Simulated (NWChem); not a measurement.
System: acetic acid (C₂H₄O₂); SMILES CC(=O)O

The following NWChem deck was run.

```
start job
memory heap 200 mb stack 900 mb global 1100 mb
geometry units angstroms noautosym nocenter noautoz
  C     -0.034222     1.388339     0.000000
  C      0.106171    -0.104469     0.000000
  O     -1.089311    -0.716050     0.000000
  O      1.141770    -0.714233     0.000000
  H      0.958245     1.851169     0.000000
  H     -0.602691     1.709942    -0.884811
  H     -0.602691     1.709942     0.884811
  H     -0.905961    -1.668156     0.000000
end
basis spherical
  C library 6-31g*
  O library 6-31g*
  H library 6-31g*
end
dft
  xc b3lyp
  iterations 150
end
property
  response 1 0.0773
end
task dft property
```

Parts of the log:

```
             Northwest Computational Chemistry Package (NWChem) 7.3.0
             --------------------------------------------------------

                             Geometry "geometry" -> ""
                             -------------------------

 Output coordinates in angstroms (scale by  1.889725989 to convert to a.u.)

  No.       Tag          Charge          X              Y              Z
 ---- ---------------- ---------- -------------- -------------- --------------
    1 C                    6.0000    -0.03422200     1.38833900     0.00000000
    2 C                    6.0000     0.10617100    -0.10446900     0.00000000
    3 O                    8.0000    -1.08931100    -0.71605000     0.00000000
    4 O                    8.0000     1.14177000    -0.71423300     0.00000000
    5 H                    1.0000     0.95824500     1.85116900     0.00000000
    6 H                    1.0000    -0.60269100     1.70994200    -0.88481100
    7 H                    1.0000    -0.60269100     1.70994200     0.88481100
    8 H                    1.0000    -0.90596100    -1.66815600     0.00000000

 Effective nuclear repulsion energy (a.u.)     121.5409608436

                              NWChem Property Module
                              ----------------------

                                 NWChem DFT Module
                                 -----------------

 Summary of "ao basis" -> "ao basis" (spherical)
 ------------------------------------------------------------------------------
       Tag                 Description            Shells   Functions and Types
 ---------------- ------------------------------  ------  ---------------------
 C                           6-31g*                  6       14   3s2p1d
 O                           6-31g*                  6       14   3s2p1d
 H                           6-31g*                  2        2   2s

            General Information
            -------------------
          SCF calculation type: DFT
          Wavefunction type:  closed shell.
          No. of atoms     :     8
          No. of electrons :    32
           Alpha electrons :    16
            Beta electrons :    16
          Charge           :     0
          Spin multiplicity:     1
          Use of symmetry is: off; symmetry adaption is: off
          Maximum number of iterations: 150
          AO basis - number of functions:    64
                     number of shells:    32
          Convergence on energy requested:  1.00D-06
          Convergence on density requested:  1.00D-05
          Convergence on gradient requested:  5.00D-04

              XC Information
              --------------
                         B3LYP Method XC Potential
                     Hartree-Fock (Exact) Exchange  0.200
                        Slater Exchange Functional  0.800 local
                    Becke 1988 Exchange Functional  0.720 non-local
              Lee-Yang-Parr Correlation Functional  0.810
                  VWN I RPA Correlation Functional  0.190 local

             Grid Information
             ----------------
          Grid used for XC integration:  medium
          Radial quadrature: Mura-Knowles
          Angular quadrature: Lebedev.
          Tag              B.-S. Rad. Rad. Pts. Rad. Cut. Ang. Pts.
          ---              ---------- --------- --------- ---------
          C                   0.70       49           9.0       434
          O                   0.60       49           9.0       434
          H                   0.35       45          10.0       434
          Grid pruning is: on
          Number of quadrature shells:   376
          Spatial weights used:  Erf1

      Superposition of Atomic Density Guess
      -------------------------------------

 Sum of atomic energies:        -226.82214292

      Non-variational initial energy
      ------------------------------

 Total energy =    -228.778733
 1-e energy   =    -550.103010
 2-e energy   =     199.783316
 HOMO         =      -0.382762
 LUMO         =       0.053973

   convergence    iter        energy       DeltaE   RMS-Dens  Diis-err
 ---------------- ----- ----------------- --------- --------- ---------
 d= 0,ls=0.0,diis     1   -228.9470704378 -3.50D+02  2.54D-02  1.13D+00
 d= 0,ls=0.0,diis     2   -228.6850307538  2.62D-01  1.78D-02  4.07D+00
 d= 0,ls=0.0,diis     3   -229.0659841514 -3.81D-01  4.09D-03  1.16D-01
 d= 0,ls=0.0,diis     4   -229.0730995033 -7.12D-03  1.58D-03  4.29D-02
 d= 0,ls=0.0,diis     5   -229.0770759653 -3.98D-03  2.24D-04  5.84D-04
  Resetting Diis
 d= 0,ls=0.0,diis     6   -229.0771280460 -5.21D-05  6.59D-05  3.37D-05
 d= 0,ls=0.0,diis     7   -229.0771320010 -3.96D-06  2.59D-05  1.22D-06
 d= 0,ls=0.0,diis     8   -229.0771318337  1.67D-07  1.62D-05  2.93D-06
 d= 0,ls=0.0,diis     9   -229.0771321274 -2.94D-07  3.52D-06  1.68D-07

         Total DFT energy =     -229.077132127424
      One electron energy =     -552.965592195330
           Coulomb energy =      231.908447790909
    Exchange-Corr. energy =      -29.560948566609
 Nuclear repulsion energy =      121.540960843606

 Numeric. integr. density =       32.000003026496

                       DFT Final Molecular Orbital Analysis
                       ------------------------------------

 Vector   14  Occ=2.000000D+00  E=-3.918189D-01
              MO Center= -3.2D-01,  6.8D-01, -2.4D-07, r^2= 2.5D+00
   Bfn.  Coefficient  Atom+Function         Bfn.  Coefficient  Atom+Function
  ----- ------------  ---------------      ----- ------------  ---------------
     5      0.352570  1 C  pz                33     -0.314372  3 O  pz
    37     -0.216850  3 O  pz                47     -0.199667  4 O  pz
    59     -0.195130  6 H  s                 61      0.195130  7 H  s
     9      0.187906  1 C  pz                19     -0.164999  2 C  pz
    60     -0.157838  6 H  s                 62      0.157838  7 H  s

 Vector   15  Occ=2.000000D+00  E=-3.183385D-01
              MO Center=  4.8D-02, -6.6D-01,  3.4D-10, r^2= 1.8D+00
   Bfn.  Coefficient  Atom+Function         Bfn.  Coefficient  Atom+Function
  ----- ------------  ---------------      ----- ------------  ---------------
    33      0.459878  3 O  pz                47     -0.452036  4 O  pz
    37      0.355181  3 O  pz                51     -0.316663  4 O  pz
    19     -0.136894  2 C  pz                23     -0.066524  2 C  pz
    60     -0.059522  6 H  s                 62      0.059522  7 H  s
    27      0.040911  2 C  d  1               5      0.029031  1 C  pz

 Vector   16  Occ=2.000000D+00  E=-2.736410D-01
              MO Center=  7.1D-01, -4.9D-01, -5.8D-10, r^2= 1.7D+00
   Bfn.  Coefficient  Atom+Function         Bfn.  Coefficient  Atom+Function
  ----- ------------  ---------------      ----- ------------  ---------------
    46      0.509868  4 O  py                50      0.348149  4 O  py
    45      0.293189  4 O  px                31      0.250383  3 O  px
    49      0.207769  4 O  px                35      0.202675  3 O  px
     6     -0.184423  1 C  s                  4      0.174673  1 C  py
    34      0.145196  3 O  s                  8      0.122019  1 C  py

 Vector   17  Occ=0.000000D+00  E= 1.453507D-02
              MO Center=  1.8D-01, -5.7D-02, -4.0D-10, r^2= 2.0D+00
   Bfn.  Coefficient  Atom+Function         Bfn.  Coefficient  Atom+Function
  ----- ------------  ---------------      ----- ------------  ---------------
    19      0.553102  2 C  pz                23      0.496955  2 C  pz
    51     -0.405960  4 O  pz                60      0.391719  6 H  s
    62     -0.391719  7 H  s                 47     -0.389216  4 O  pz
    37     -0.247487  3 O  pz                33     -0.232483  3 O  pz
     9      0.222429  1 C  pz                59      0.108544  6 H  s

 Vector   18  Occ=0.000000D+00  E= 7.649199D-02
              MO Center= -7.0D-01, -1.3D+00, -1.6D-10, r^2= 3.5D+00
   Bfn.  Coefficient  Atom+Function         Bfn.  Coefficient  Atom+Function
  ----- ------------  ---------------      ----- ------------  ---------------
    64      1.387158  8 H  s                  6     -0.916900  1 C  s
    34     -0.820383  3 O  s                 58      0.546855  5 H  s
    36      0.483958  3 O  py                20      0.311050  2 C  s
    32      0.270440  3 O  py                60      0.257519  6 H  s
    62      0.257519  7 H  s                 63      0.163461  8 H  s

 Vector   19  Occ=0.000000D+00  E= 1.153406D-01
              MO Center= -4.8D-01,  1.4D+00,  2.9D-09, r^2= 4.2D+00
   Bfn.  Coefficient  Atom+Function         Bfn.  Coefficient  Atom+Function
  ----- ------------  ---------------      ----- ------------  ---------------
     6      2.041896  1 C  s                 60     -1.280173  6 H  s
    62     -1.280173  7 H  s                 58     -0.537268  5 H  s
    20     -0.486347  2 C  s                 64      0.481130  8 H  s
     8      0.476565  1 C  py                 7     -0.455658  1 C  px
    48      0.237234  4 O  s                 36      0.187277  3 O  py

     Multipole analysis of the density
     ---------------------------------

     L   x y z        total         alpha         beta         nuclear
     -   - - -        -----         -----         ----         -------
     0   0 0 0     -0.000000    -16.000000    -16.000000     32.000000

     1   1 0 0     -0.577172     -0.003491     -0.003491     -0.570191
     1   0 1 0      0.241323      0.249302      0.249302     -0.257281
     1   0 0 1      0.000000      0.000000      0.000000      0.000000

     2   2 0 0    -20.346478    -50.279915    -50.279915     80.213353
     2   1 1 0      1.992500     -0.054527     -0.054527      2.101554
     2   1 0 1     -0.000000     -0.000000     -0.000000      0.000000
     2   0 2 0    -14.141852    -63.976941    -63.976941    113.812031
     2   0 1 1      0.000000      0.000000      0.000000      0.000000
     2   0 0 2    -16.831082    -11.211294    -11.211294      5.591505

 *** CALLING NEW AORESP DRIVER FOR CLOSED AND OPEN SHELLS ***
 Entering AOResponse driver routine

--------------------------------------------------------------------------------

          -----------------------------------------------
          Solving response equations for perturbing field
          -----------------------------------------------

 number of frequencies:     1
 frequency in a.u.:  0.7730000E-01
 Perturbing field: electric
 Using El. Dipole Length Gauge

 Setting up CPKS with frequency omega =      0.07730000 a.u.

                            NWChem Dynamic CPHF Module
                            --------------------------

    scftype = RHF
    nclosed =   16
      nopen =    0
  variables =     1536
  num. vecs =        3
  tolerance =   1.0D-04
  max. iter =   50

 SCF residual:    8.6804882990751294E-005

Iterative solution of linear equations
  No. of variables     1536
  No. of equations        3
  Maximum subspace       30
       Convergence  1.0D-04

   iter   nsub   residual    time
   ----  ------  --------  ---------
     1      3    7.16D+00       9.5
     2      6    3.00D+00      12.2
     3      9    2.66D-01      15.2
     4     12    5.38D-02      18.3
     5     15    1.09D-02      21.3
     6     18    2.39D-03      24.4
     7     21    4.24D-04      27.3
     8     24    1.25D-05      30.3

 Electric Dipole Response Matrix (nonzero elements):

              1        2        3
    1   29.9289  -0.6122   0.0000
    2   -0.6122  31.3023  -0.0000
    3    0.0000  -0.0000  18.9493

 ------------------------------------------
 average:        26.72684 + I       0.00000

 DFT Linear Response polarizability / au
 Frequency  =       0.0773000 / au
 Wavelength =     589.4353558 / nm
              X              Y              Z
 -----------------------------------------------
 X      29.9289403     -0.6121719      0.0000000
 Y      -0.6121660     31.3022697     -0.0000000
 Z       0.0000000     -0.0000000     18.9493097
 -----------------------------------------------
 Eigenvalues =      29.6956795     31.5355305     18.9493097
 Isotropic   =      26.7268399
 Anisotropic =      11.7746013
 -----------------------------------------------

 Magnetic Dipole Response Matrix (nonzero elements):

 Exiting AOResponse driver routine
```

Level: B3LYP/6-31G* (spherical d). Coordinates come from a PBE0/def2-SVP optimisation.
